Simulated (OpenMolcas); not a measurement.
# A workflow on triplet HCl

We compute a series of 9 runs (ROHF/3-21G, CASSCF(8,5)/3-21G, CASPT2(8,5)/3-21G, CASPT2[IPEA 0](8,5)/3-21G, SC-NEVPT2(8,5)/3-21G, PC-NEVPT2(8,5)/3-21G, MC-PDFT[tPBE](8,5)/3-21G, MRCI(8,5)/3-21G, and more) of triplet HCl. 

The calculation is run with OpenMolcas 26.06.

## 1. The molecule

The species is HCl (2 atoms), meant as a triplet with charge 0. SMILES of the parent species: `Cl`. Geometry: relaxed at PBE0-D4/def2-TZVP. That shape belongs to the parent species and isn't relaxed for this state.

Bond lengths: Cl1–H2 1.279 Å.

## 2. The energy at ROHF/3-21G (run 1)

Input file mol.xyz:

```xyz
2

Cl     0.546000    -0.178500     0.280800
H     -0.546000     0.178500    -0.280800
```

Input file step1.inp:

```
&GATEWAY
 BasLib=$CurrDir
 Coord=mol.xyz
 Basis=3-21G
 Group=NoSym

&SEWARD

&SCF
 UHF
 Spin=3
 PrOrbitals=1 1

&RASSCF
 FileOrb=$Project.UnaOrb
 Spin=3
 Nactel=2 0 0
 Inactive=8
 Ras2=2
 OutOrbitals=Canonical
 OrbListing=Nothing
```

The basis set 3-21G is read from a file made from the Basis Set Exchange's data (not shown).

Run with:

```bash
$ export MOLCAS_MEM=1860
$ pymolcas step1.inp > step1.log
```

What it wrote:

```text
--- Start Module: gateway ---
[...]
--- Stop Module: gateway /rc=_RC_ALL_IS_WELL_ ---
[...]
      Basis functions           15
[...]
--- Start Module: scf ---
[...]
       Convergence after  19 Iterations
[...]
::    Total SCF energy                               -457.5986065811
[...]
      Total spin, S                                     1.0003717276
[...]
--- Stop Module: scf /rc=_RC_ALL_IS_WELL_ ---
--- Start Module: rasscf ---
[...]
      Number of active orbitals                  2
[...]
      Spin quantum number                      1.0
[...]
      Active orbitals                            2
[...]
      Number of CSFs                             1
[...]
      Number of root(s) required                 1
[...]
      Convergence after  6 iterations
[...]
      printout of CI-coefficients larger than  0.05 for root  1
      energy=    -457.598072
      conf/sym  11     Coeff  Weight
             1  uu   1.00000 1.00000
      Natural orbitals and occupation numbers for root  1
      sym 1:   1.000000   1.000000
      ************************************************************************************************************************
      *                                                    Final results                                                     *
[...]
::    RASSCF root number  1 Total energy:   -457.59807246
[...]
      Total electronic charge=   18.000000
      Total            charge=   -0.000000
[...]
      Dipole Moment (debye):
      Origin of the operator (angstrom)=    0.5154   -0.1685    0.2651
                   X=  1.1616E+00               Y= -3.7976E-01               Z=  5.9740E-01           Total=  1.3603E+00
      Quadrupole Moment (debye*angstrom):
[...]
--- Stop Module: rasscf /rc=_RC_ALL_IS_WELL_ ---
[...]
```

Wall time 3 s (1 thread of Intel Xeon Platinum 8375C at 2.90GHz (Ice Lake), shared host); peak memory 0.37 GiB.

## 3. The energy at CASSCF(8,5)/3-21G (run 2)

mol.xyz is that of step 2.

Input file step2.inp:

```
&gateway
baslib=$CurrDir
coord=mol.xyz
basis=3-21G
group=NoSym
&seward
&rasscf
fileorb=$CurrDir/step1.RasOrb
spin=3
nactel=8 0 0
inactive=5
ras2=5
orblisting=Nothing
orbappear=Compact
```

The basis set 3-21G is read from a file made from the Basis Set Exchange's data (not shown).

Run with:

```bash
$ export MOLCAS_MEM=1860
$ pymolcas step2.inp > step2.log
```

What it wrote:

```text
--- Start Module: gateway ---
[...]
--- Stop Module: gateway /rc=_RC_ALL_IS_WELL_ ---
--- Start Module: seward ---
[...]
      Basis functions           15
--- Stop Module: seward /rc=_RC_ALL_IS_WELL_ ---
--- Start Module: rasscf ---
[...]
      Number of active orbitals                  5
[...]
      Spin quantum number                      1.0
[...]
      Active orbitals                            5
[...]
      Number of CSFs                            10
[...]
      Number of root(s) required                 1
[...]
 ###    WARNING: Problems in orbital optimization.                           ###
 ###############################################################################
  Warning: In symmetry  1, orbital p=   6 has diagonal density matrix element D(p,p) close to two. (2 - D(p,p))=  1.345590E-13
[...]
 ###    WARNING: Problems in orbital optimization.                           ###
 ###############################################################################
  Warning: In symmetry  1, orbital p=   6 has diagonal density matrix element D(p,p) close to two. (2 - D(p,p))=  1.343370E-13
[...]
 ###    WARNING: Problems in orbital optimization.                           ###
 ###############################################################################
  Warning: In symmetry  1, orbital p=   6 has diagonal density matrix element D(p,p) close to two. (2 - D(p,p))=  1.389999E-13
[...]
      Convergence after  4 iterations
[...]
      printout of CI-coefficients larger than  0.05 for root  1
      energy=    -457.598072
      conf/sym  11111     Coeff  Weight
             1  222uu   1.00000 1.00000
      Natural orbitals and occupation numbers for root  1
      sym 1:   2.000000   2.000000   2.000000   1.000000   1.000000
      ************************************************************************************************************************
      *                                                    Final results                                                     *
[...]
::    RASSCF root number  1 Total energy:   -457.59807246
[...]
      Total electronic charge=   18.000000
      Total            charge=   -0.000000
[...]
      Dipole Moment (debye):
      Origin of the operator (angstrom)=    0.5154   -0.1685    0.2651
                   X=  1.1616E+00               Y= -3.7975E-01               Z=  5.9739E-01           Total=  1.3603E+00
      Quadrupole Moment (debye*angstrom):
[...]
--- Stop Module: rasscf /rc=_RC_ALL_IS_WELL_ ---
[...]
```

Run time: 1.8 s. Hardware: 1 thread of Intel Xeon Platinum 8375C at 2.90GHz (Ice Lake), shared host; peak memory 0.37 GiB.

Runs 3 to 6 aren't shown in full; the table further down has their settings and results.

## 4. A single-point energy at MC-PDFT[tPBE](8,5)/3-21G (run 7)

mol.xyz is that of step 3.

Input file step7.input:

```
&gateway
  baslib = $CurrDir
  coord = mol.xyz
  basis = 3-21G
  group = NoSym

&seward

&rasscf
  fileorb = $CurrDir/step2.RasOrb
  spin = 3
  nactel = 8 0 0
  inactive = 5
  ras2 = 5
  orblisting = Nothing
  orbappear = Compact

&mcpdft
  ksdft = T:PBE
```

The basis set 3-21G is read from a file made from the Basis Set Exchange's data (not shown).

Run with:

```bash
$ export MOLCAS_MEM=1860
$ pymolcas step7.input > step7.log
```

What it wrote:

```text
--- Start Module: gateway ---
[...]
--- Stop Module: gateway /rc=_RC_ALL_IS_WELL_ ---
[...]
      Basis functions           15
[...]
--- Start Module: rasscf ---
[...]
      Number of active orbitals                  5
[...]
      Spin quantum number                      1.0
[...]
      Active orbitals                            5
[...]
      Number of CSFs                            10
[...]
      Number of root(s) required                 1
[...]
 ###    WARNING: Problems in orbital optimization.                           ###
 ###############################################################################
  Warning: In symmetry  1, orbital p=   6 has diagonal density matrix element D(p,p) close to two. (2 - D(p,p))=  1.820766E-14
[...]
 ###    WARNING: Problems in orbital optimization.                           ###
 ###############################################################################
  Warning: In symmetry  1, orbital p=   6 has diagonal density matrix element D(p,p) close to two. (2 - D(p,p))=  2.309264E-14
[...]
 ###    WARNING: Problems in orbital optimization.                           ###
 ###############################################################################
  Warning: In symmetry  1, orbital p=   6 has diagonal density matrix element D(p,p) close to two. (2 - D(p,p))=  2.398082E-14
[...]
      Convergence after  4 iterations
[...]
      printout of CI-coefficients larger than  0.05 for root  1
      energy=    -457.598072
      conf/sym  11111     Coeff  Weight
             1  222uu   1.00000 1.00000
      Natural orbitals and occupation numbers for root  1
      sym 1:   2.000000   2.000000   2.000000   1.000000   1.000000
      ************************************************************************************************************************
      *                                                    Final results                                                     *
[...]
::    RASSCF root number  1 Total energy:   -457.59807246
[...]
      Total electronic charge=   18.000000
      Total            charge=   -0.000000
[...]
      Dipole Moment (debye):
      Origin of the operator (angstrom)=    0.5154   -0.1685    0.2651
                   X=  1.1616E+00               Y= -3.7975E-01               Z=  5.9739E-01           Total=  1.3603E+00
      Quadrupole Moment (debye*angstrom):
[...]
--- Stop Module: rasscf /rc=_RC_ALL_IS_WELL_ ---
--- Start Module: mcpdft ---
[...]
::    MCPDFT root number  1 Total energy:   -458.07034523
--- Stop Module: mcpdft /rc=_RC_ALL_IS_WELL_ ---
[...]
```

Wall time 2.1 s (1 thread of Intel Xeon Platinum 8375C at 2.90GHz (Ice Lake), shared host); peak memory 0.37 GiB.

Run 8 isn't shown in full; the table further down has it.

## 5. A single-point energy at MRACPF(8,5)/3-21G (run 9)

mol.xyz is that of step 4.

Input file step9.inp:

```
>>> EXPORT MOLCAS_PRINT=2
&GATEWAY
BASLIB = $CurrDir
COORD = mol.xyz
BASIS = 3-21G
GROUP = NoSym
&SEWARD
&RASSCF
FILEORB = $CurrDir/step2.RasOrb
SPIN = 3
NACTEL = 8 0 0
INACTIVE = 5
RAS2 = 5
ORBLISTING = Nothing
ORBAPPEAR = Compact
&MOTRA
LUMORB
FROZEN = 5
&GUGA
ELECTRONS = 8
SPIN = 3
INACTIVE = 0
ACTIVE = 5
CIALL = 1
&MRCI
ACPF
```

The basis set 3-21G is read from a file made from the Basis Set Exchange's data (not shown).

Run with:

```bash
$ export MOLCAS_MEM=1860
$ pymolcas step9.inp > step9.log
```

What it wrote:

```text
--- Start Module: gateway ---
[...]
--- Stop Module: gateway /rc=_RC_ALL_IS_WELL_ ---
[...]
      Basis functions           15
[...]
      Number of active orbitals                  5
[...]
      Spin quantum number                      1.0
[...]
      Active orbitals                            5
[...]
      Number of CSFs                            10
[...]
      Number of root(s) required                 1
[...]
 ###    WARNING: Problems in orbital optimization.                           ###
 ###############################################################################
  Warning: In symmetry  1, orbital p=   6 has diagonal density matrix element D(p,p) close to two. (2 - D(p,p))=  1.820766E-14
[...]
 ###    WARNING: Problems in orbital optimization.                           ###
 ###############################################################################
  Warning: In symmetry  1, orbital p=   6 has diagonal density matrix element D(p,p) close to two. (2 - D(p,p))=  2.309264E-14
[...]
      Convergence after  4 iterations
[...]
      printout of CI-coefficients larger than  0.05 for root  1
      energy=    -457.598072
      conf/sym  11111     Coeff  Weight
             1  222uu   1.00000 1.00000
      Natural orbitals and occupation numbers for root  1
      sym 1:   2.000000   2.000000   2.000000   1.000000   1.000000
      ************************************************************************************************************************
      *                                                    Final results                                                     *
[...]
::    RASSCF root number  1 Total energy:   -457.59807246
[...]
      Dipole Moment (debye):
      Origin of the operator (angstrom)=    0.5154   -0.1685    0.2651
                   X=  1.1616E+00               Y= -3.7975E-01               Z=  5.9739E-01           Total=  1.3603E+00
      Quadrupole Moment (debye*angstrom):
[...]
      *** WARNING: Default frozen orbitals is overwritten by user input.
      *** Default values:   5
[...]
--- Start Module: guga ---
[...]
--- Stop Module: guga /rc=_RC_ALL_IS_WELL_ ---
--- Start Module: mrci ---
[...]
       USE THE DEFAULT ACPF G-VALUE GFAC=  0.25000000000000000
[...]
    MR ACPF CALCULATION.
[...]
            REFERENCE CI ENERGY:  -457.59807246
[...]
        ACPF CORRELATION ENERGY:    -0.04104760
                    ACPF ENERGY:  -457.63912007
[...]
      Total electronic charge=   18.000000
      Total            charge=   -0.000000
[...]
  ACPF State   1     Total energy:   -457.63912007
[...]
--- Stop Module: mrci /rc=_RC_ALL_IS_WELL_ ---
[...]
```

It took 1.9 s on 1 thread of Intel Xeon Platinum 8375C at 2.90GHz (Ice Lake), shared host; peak memory 0.37 GiB.

## 6. Overview of the runs

| run | level | active rule | inactive | energy (Eh) | dipole moment (D) of the reference | wall time |
| --- | --- | --- | --- | --- | --- | --- |
| 1 | ROHF/3-21G | – | – | -457.598072 | 1.36 | 3 s |
| 2 | CASSCF(8,5)/3-21G | full valence | 5 | -457.598072 | 1.36 | 1.8 s |
| 3 | CASPT2(8,5)/3-21G | full valence | 5 | -457.632346 | 1.36 | 2.3 s |
| 4 | CASPT2[IPEA 0](8,5)/3-21G | full valence | 5 | -457.633355 | 1.36 | 2.2 s |
| 5 | SC-NEVPT2(8,5)/3-21G | full valence | 5 | -457.627500 | 1.36 | 2 s |
| 6 | PC-NEVPT2(8,5)/3-21G | full valence | 5 | -457.628068 | 1.36 | 1.9 s |
| 7 | MC-PDFT[tPBE](8,5)/3-21G | full valence | 5 | -458.070345 | 1.36 | 2.1 s |
| 8 | MRCI(8,5)/3-21G | full valence | 5 | -457.638558 | 1.36 | 2.5 s |
| 9 | MRACPF(8,5)/3-21G | full valence | 5 | -457.639120 | 1.36 | 1.9 s |

## 7. Summary of results

```
                                                quantity          value
                  run 9, MRACPF(8,5)/3-21G: total energy  -457.63912 Eh
run 9, MRACPF(8,5)/3-21G: dipole moment (CASSCF density)         1.36 D
```

What this shows: Below the ROHF energy at the same shape and in the same basis (3-21G): CASSCF(8,5) +0.0 mEh; CASPT2(8,5) -34.3 mEh; CASPT2[IPEA 0](8,5) -35.3 mEh; SC-NEVPT2(8,5) -29.4 mEh; PC-NEVPT2(8,5) -30.0 mEh; MRCI(8,5) -40.5 mEh. Active-space methods hold only the correlation inside their space unless a perturbation or CI step follows. All runs together took 20 s, the longest 3 s.
